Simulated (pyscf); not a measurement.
Structures and frequencies: ωB97X-D3(BJ)/def2-SVP in PySCF.

Task: HO–SiH₂–F (SMILES O[SiH2]F) → O=SiH–F (SMILES O=[SiH]F) + H₂ (SMILES [H][H])
Surface: singlet. Broken: H–O, H–Si. Formed: H–H. Give ΔE‡ and ΔE from B3LYP-D3(BJ)/def2-TZVP, relative to the reactant's lowest minimum found.

Result: ΔE‡ = 64.5 kcal/mol, ΔE = +47.7 kcal/mol. ωB97M-D3(BJ)/def2-TZVP gives 66.0 kcal/mol and +49.6 kcal/mol. Zero-point energy shifts the barrier by -3.1 kcal/mol. It is an elimination, with an imaginary mode of 1378i cm⁻¹. At the saddle there is also a short H–Si contact that neither side keeps. O=SiH–F lies 15.8 kcal/mol over its isomer HO–Si:–F [singlet] (electronic energy, ωB97M-D3(BJ)/def2-TZVP). This is the saddle that the search found; another between the same sides may lie lower.
